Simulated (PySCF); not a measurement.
Compound: C4H7F.
Bonds: C1–C2 (double), C2–C3, C3–C4, C4–F5. Hydrogens: H6, H7 on C1; H8 on C2; H9, H10 on C3; H11, H12 on C4.

The same species was optimised twice, with GFN2-xTB and with PBE0-D3(BJ)/def2-SVP (PySCF), and the same property calculations (PySCF, gas phase) were run on both structures.

| coordinate | GFN2-xTB | PBE0-D3(BJ)/def2-SVP | change |
| --- | --- | --- | --- |
| C1–H7 (Å) | 1.078 | 1.095 | +0.017 |
| C1–H6 (Å) | 1.076 | 1.093 | +0.017 |
| C2–H8 (Å) | 1.082 | 1.096 | +0.014 |
| C1=C2 (Å) | 1.319 | 1.333 | +0.014 |
| C3–H10 (Å) | 1.091 | 1.103 | +0.012 |
| C3–H9 (Å) | 1.093 | 1.105 | +0.012 |
| C3–C4 (Å) | 1.527 | 1.515 | -0.012 |
| C4–H12 (Å) | 1.095 | 1.104 | +0.009 |
| C4–H11 (Å) | 1.095 | 1.104 | +0.009 |
| C2–C3 (Å) | 1.498 | 1.496 | -0.002 |
| C4–F5 (Å) | 1.374 | 1.375 | +0.001 |
| F5–C4–H11 (°) | 106.5 | 108.4 | +1.9 |
| H9–C3–H10 (°) | 108.7 | 107.0 | -1.7 |
| H11–C4–H12 (°) | 110.1 | 108.6 | -1.5 |
| F5–C4–H12 (°) | 106.7 | 108.2 | +1.5 |
| C2–C3–C4 (°) | 111.5 | 112.9 | +1.4 |
| C1–C2–H8 (°) | 120.8 | 119.4 | -1.4 |
| C1–C2–C3 (°) | 124.3 | 125.2 | +0.9 |
| H6–C1–H7 (°) | 116.3 | 117.0 | +0.7 |
| C1–C2–C3–C4 (°) | 121 | 125 | +4 |
| C2–C3–C4–F5 (°) | 66 | 60 | -6 |

Rotational constants: A = 13375, B = 2636, C = 2421 MHz (GFN2-xTB) against A = 13028, B = 2667, C = 2416 MHz (PBE0-D3(BJ)/def2-SVP). Point groups within 0.08 Å: C1 and C1.

On the GFN2-xTB structure: lowest singlet, TDDFT (eV) 7.46 [CAM-B3LYP/def2-SVPD]; lowest triplet, Tamm–Dancoff (eV) 4.51 [CAM-B3LYP/def2-SVPD]; isotropic polarisability (au) 51.0 [CAM-B3LYP/def2-SVPD]; HOMO (eV) -9.02 [CAM-B3LYP/def2-SVPD]; LUMO (eV) 1.18 [CAM-B3LYP/def2-SVPD]; dipole (D) 1.76 [CAM-B3LYP/def2-SVPD]; HOMO (eV) -7.63 [PBE0/pcSseg-1]; LUMO (eV) 0.28 [PBE0/pcSseg-1]; dipole (D) 1.70 [PBE0/pcSseg-1]; GIAO shielding of C1 (ppm) 64.6 [PBE0/pcSseg-1]; GIAO shielding of C2 (ppm) 41.6 [PBE0/pcSseg-1]; GIAO shielding of C3 (ppm) 144.8 [PBE0/pcSseg-1]; GIAO shielding of C4 (ppm) 98.9 [PBE0/pcSseg-1]; GIAO shielding of F5 (ppm) 419.0 [PBE0/pcSseg-1].

Problem. What do these properties become on the PBE0-D3(BJ)/def2-SVP structure?

Solution. 
| property | level | on GFN2-xTB | on PBE0-D3(BJ)/def2-SVP | change |
| --- | --- | --- | --- | --- |
| lowest singlet, TDDFT (eV) | CAM-B3LYP/def2-SVPD | 7.46 | 7.35 | -0.11 |
| lowest triplet, Tamm–Dancoff (eV) | CAM-B3LYP/def2-SVPD | 4.51 | 4.36 | -0.15 |
| isotropic polarisability (au) | CAM-B3LYP/def2-SVPD | 51.0 | 52.0 | +1.0 |
| HOMO (eV) | CAM-B3LYP/def2-SVPD | -9.02 | -8.95 | +0.07 |
| LUMO (eV) | CAM-B3LYP/def2-SVPD | 1.18 | 1.12 | -0.06 |
| dipole (D) | CAM-B3LYP/def2-SVPD | 1.76 | 1.78 | +0.02 |
| energy, GFN2-xTB geometry as zero (kcal/mol) | CAM-B3LYP/def2-SVPD | 0.0 | -0.6 | -0.6 |
| HOMO (eV) | PBE0/pcSseg-1 | -7.63 | -7.56 | +0.07 |
| LUMO (eV) | PBE0/pcSseg-1 | 0.28 | 0.20 | -0.08 |
| dipole (D) | PBE0/pcSseg-1 | 1.70 | 1.71 | +0.01 |
| energy, GFN2-xTB geometry as zero (kcal/mol) | PBE0/pcSseg-1 | 0.0 | -0.5 | -0.5 |
| GIAO shielding of C1 (ppm) | PBE0/pcSseg-1 | 64.6 | 60.7 | -3.9 |
| GIAO shielding of C2 (ppm) | PBE0/pcSseg-1 | 41.6 | 39.5 | -2.1 |
| GIAO shielding of C3 (ppm) | PBE0/pcSseg-1 | 144.8 | 144.7 | -0.1 |
| GIAO shielding of C4 (ppm) | PBE0/pcSseg-1 | 98.9 | 99.7 | +0.8 |
| GIAO shielding of F5 (ppm) | PBE0/pcSseg-1 | 419.0 | 418.4 | -0.6 |

The heavy atoms differ by 0.038 Å rms after alignment. Among all bonds C1–H6 and C1–H7 change most and about equally (+0.017 Å). Changes are differences of the printed values. Neither structure is proved a minimum here.

Conformer computed: `[CH2:1]=[CH:2][CH2:3][CH2:4][F:5]`: C1–C2–C3–C4 125°, C2–C3–C4–F5 60°.
